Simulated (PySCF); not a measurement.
bicarbonate, CHO₃ (charge -1), SMILES O=C([O-])O, point group Cs.

Force field and properties: B3LYP/pcSseg-1 (PySCF, grid level 2). Vibrational terms come from second-order perturbation theory with semi-diagonal cubic constants, by steps of ±0.6 along the normal coordinates of each isotopologue. The parent has the commonest isotopes.

Equilibrium geometry (Å):

```json
{"atom": "O1", "x": "-0.4109", "y": "1.2477", "z": "0.0339"}
{"atom": "C2", "x": "-0.4045", "y": "0.0444", "z": "-0.3062"}
{"atom": "O3", "x": "-1.2032", "y": "-0.6554", "z": "-0.9353"}
{"atom": "O4", "x": "0.7867", "y": "-0.6654", "z": "0.1315"}
{"atom": "H5", "x": "1.2664", "y": "0.0402", "z": "0.5909"}
```

An isotope shift is δ(isotopologue) − δ(parent), that is, the negative of the change in the averaged GIAO shielding; n counts bonds from the nearest label (0: the labelled atom itself). These are computed values; those of heavy atoms are rounded to 5 ppb, about the numerical noise.

Question: What isotope shifts arise with ¹³C at 2?

Answer: 
| nucleus | n | 0 K (ppb) | 100 K (ppb) |
| --- | --- | --- | --- |
| C2 | 0 | -30 | -30 |
| O1 | 1 | -160 | -160 |
| O3 | 1 | -160 | -160 |
| O4 | 1 | -60 | -60 |
| H5 | 2 | 0 | 0 |

Question: What isotope shifts arise with ²H at 5?

Answer: 
```csv
nucleus,n,0 K (ppb),100 K (ppb)
H5,0,-109,-109
O4,1,-2800,-2805
C2,2,5,0
O1,3,-455,-455
O3,3,-330,-325
```

Question: What isotope shifts arise with ¹³C at 2, ¹⁷O at 4?

Answer: 
```
nucleus  n  0 K (ppb)  100 K (ppb)
     C2  0        -30          -30
     O4  0       -120         -120
     O1  1       -180         -180
     O3  1       -190         -190
     H5  1          0            0
```

Internal rotors are held in one well.
